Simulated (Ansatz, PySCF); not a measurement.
Molecule: C2H6N (charge -1, singlet). It need not be the lowest isomer of its formula. Whether it binds its extra electron was not tested at this geometry. 
Geometry from a B3LYP-D3(BJ)/def2-TZVP (Ansatz, a quantum-chemistry and plane-wave program) optimisation:
```xyz
9

C      1.1715    -0.3010    -0.0219
C      0.0071     0.6600    -0.1280
N     -1.2792    -0.0565     0.0343
H      2.1308     0.2293     0.0784
H      1.1080    -1.0238     0.8546
H      1.2662    -0.9552    -0.9043
H      0.0804     1.3580     0.7256
H     -1.2043    -0.8274     0.7366
H     -1.4981    -0.5391    -0.8318
```
Charge -1, spin multiplicity 1.

Total electronic energies in hartree. Valence correlation only, unless marked. No spin-orbit coupling. No relativistic terms. 

```tsv
level	program	energy (Eh)
HF/cc-pVTZ	Ansatz	-133.59892
SVWN5/def2-TZVPD	Ansatz	-133.34621
BLYP-D3(BJ)/def2-TZVPD	Ansatz + dftd3	-134.49652
BP86-D4/def2-TZVPD	PySCF + dftd4	-134.56395
BHLYP-D4/def2-TZVPD	Ansatz + dftd4	-134.45763
BHLYP/def2-TZVPD	Ansatz	-134.45217
TPSSh-D4/def2-TZVPD	PySCF + dftd4	-134.56161
r2SCANh/def2-TZVPD	Ansatz	-134.45481
PW6B95-D3(BJ)/def2-TZVPD	PySCF + dftd3	-134.71267
HSE06-D3(BJ)/def2-TZVPD	Ansatz + dftd3	-134.37604
CAM-B3LYP-D3(BJ)/def2-TZVPD	Ansatz + dftd3	-134.47824
wB97X-V/def2-TZVPD	Ansatz	-134.50135
B2GP-PLYP-D4/def2-TZVPD	Ansatz + dftd4	-134.39293
MP2/6-31G	Ansatz	-133.76957
MP2/cc-pVDZ	Ansatz	-134.02886
RI-MP2/cc-pVTZ	Ansatz	(withheld)
RI-MP2/cc-pVQZ	Ansatz	(withheld)
SCS-MP2/STO-3G	Ansatz	(withheld)
SCS-MP2/aug-cc-pVDZ	Ansatz	-134.08893
CCSD/6-31G*	Ansatz	-133.99889
CCSD(T)/6-31G*	Ansatz	-134.01176
CCSD(T) with core electrons/cc-pwCVTZ	Ansatz	-134.40217
```

Problem. Fill in the missing entries.

Solution. 
- RI-MP2/cc-pVTZ, energy (Eh): -134.19291
- RI-MP2/cc-pVQZ, energy (Eh): -134.24703
- SCS-MP2/STO-3G, energy (Eh): -131.90612
